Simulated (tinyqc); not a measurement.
Orbital energy against energy difference: ionisation energy by orbital energies and by energy differences in the 6-31g basis, for H2O, spin multiplicity 1. Computed by the program tinyqc with PySCF. 

Geometry (angstrom):
```
atom       x        y       z
O     0.0000   0.0000  0.0000
H     0.0000   0.7020  0.5880
H     0.0000  -0.7330  0.6140
```

CCSD(T) difference in the same basis = 12.0046 eV

IP-EOM-CCSD = 11.7704 eV

The cation is unrestricted; errors are against CCSD(T) in this basis, not against experiment.

First vertical ionisation energy (eV):
```
method     -e(HOMO)  E(cation) - E  error of -e(HOMO)  error of the difference
HF          13.7336      11.111173             1.7291                  -0.8934
LDA          6.3584      12.839030            -5.6462                   0.8345
PBE          6.2812      12.523122            -5.7233                   0.5186
B3LYP        8.0405      12.582983            -3.9641                   0.5784
PBE0         8.4048      12.466688            -3.5998                   0.4621
CAM-B3LYP    9.9330      12.572551            -2.0716                   0.5680
LC-wPBE     11.3677      12.605256            -0.6369                   0.6007
```

Koopmans errs by +1.73 eV and Delta-HF by -0.89 eV: relaxation, 2.62 eV, lowers the value and the missing correlation difference works against it. The PBE level is off by -5.7 eV through the wrong tail of its potential, though its energy difference is off by +0.52 eV; exact exchange deepens the level, and among the orbital energies LC-wPBE comes closest; among the differences PBE0 does.
